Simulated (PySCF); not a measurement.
Which basis set comes closest?

Molecule: `CCS(=O)(=O)O`, C$_{2}$H$_{6}$O$_{3}$S.

Atoms are numbered as in `[CH3:1][CH2:2][S:3](=[O:4])(=[O:5])[OH:6]`. Each H is labelled by its parent atom.

Geometry PBE0-D3(BJ)/def2-SVP throughout; GIAO in PySCF 2.14, gas phase, one conformer, non-relativistic; equivalent atoms averaged; functional PBE0.

Reference values (measured; solution, not stated per compound (mostly CDCl3 or CCl4); Pretsch, Buehlmann, Badertscher, Structure Determination of Organic Compounds, 4th ed. (2009)): δ(C2) = 46.7 ppm, δ(C1) = 8.0 ppm. Computed shifts are taken against TMS, calculated as an isolated molecule at each level.

Task: How do the basis sets STO-3G, 6-31G, pcSseg-0, 6-31G*, def2-SVP, cc-pVDZ, pcSseg-1, aug-cc-pVDZ, 6-311+G(2d,p), def2-TZVP, cc-pVTZ, IGLO-III, pcSseg-2 perform against the reference? Times are CPU seconds on shared hosts with different chips, so compare them loosely.

Result: 
| basis set | functions | C2 | C1 | mean abs. error C | core-s |
| --- | --- | --- | --- | --- | --- |
| STO-3G | 40 | 33.2 | 16.5 | 11.0 | 3.3 |
| 6-31G | 70 | 54.8 | 9.0 | 4.5 | 5.6 |
| pcSseg-0 | 70 | 60.3 | 9.8 | 7.7 | 5.6 |
| 6-31G* | 100 | 48.1 | 9.6 | 1.5 | 8.2 |
| def2-SVP | 118 | 50.9 | 8.5 | 2.3 | 7.6 |
| cc-pVDZ | 118 | 52.3 | 10.2 | 3.9 | 12 |
| pcSseg-1 | 139 | 54.1 | 9.6 | 4.5 | 9.4 |
| aug-cc-pVDZ | 196 | 53.1 | 9.3 | 3.8 | 27 |
| 6-311+G(2d,p) | 206 | 53.6 | 9.5 | 4.2 | 21 |
| def2-TZVP | 228 | 53.1 | 9.7 | 4.0 | 23 |
| cc-pVTZ | 268 | 52.5 | 9.4 | 3.6 | 47 |
| IGLO-III | 279 | 54.9 | 10.0 | 5.1 | 46 |
| pcSseg-2 | 307 | 54.1 | 9.9 | 4.6 | 49 |

For ¹³C the closest is 6-31G* (1.5 ppm) and the furthest STO-3G (11.0 ppm). Where a smaller basis beats a larger one, errors probably cancel; the largest sets show where the functional converges. One molecule is a small sample, and vibrational and solvent effects are absent from the calculation.

A small basis that lands close on one nucleus may do so by chance; judge by the trend and by all nuclei.
